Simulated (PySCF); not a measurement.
## B: ionisation energy

B [He] 2s2 2p1 (2P) → B⁺ [He] 2s2 (1S), as a difference of total energies. All numbers are calculated (PySCF 2.14, the spin-free X2C one-electron Hamiltonian (Gaussian nucleus), in x2c-TZVPPall with one added diffuse shell each of s, p, d type (6s4p3d1f, 40 functions)). Correlated levels: valence: 1s2 frozen; valence and next inner shell: nothing frozen. The calculations carry no spin-orbit coupling.

| method | ionisation energy (eV) |
| --- | --- |
| UHF | 8.040 |
| LDA | 8.637 |
| PBE | 8.669 |
| PBE0 | 8.644 |
| r2SCAN | 8.764 |
| revPBE | 8.648 |
| CAM-B3LYP | 8.719 |
| MP2 (valence) | 8.260 |
| SCS-MP2 (valence) | 8.229 |
| MP2 (valence and next inner shell) | 8.269 |
| SCS-MP2 (valence and next inner shell) | 8.235 |

Question: Estimate what PBEsol gives.

Answer: 8.551 eV, closest to LDA among the rows shown.

Question: Estimate what wB97X gives.

Answer: 8.507 eV, closest to LDA among the rows shown.

Errors of the correlated levels include the incompleteness of this basis and the frozen core.

For comparison: 8.297 eV (measured; NIST levels, between the centres of gravity of the two terms).
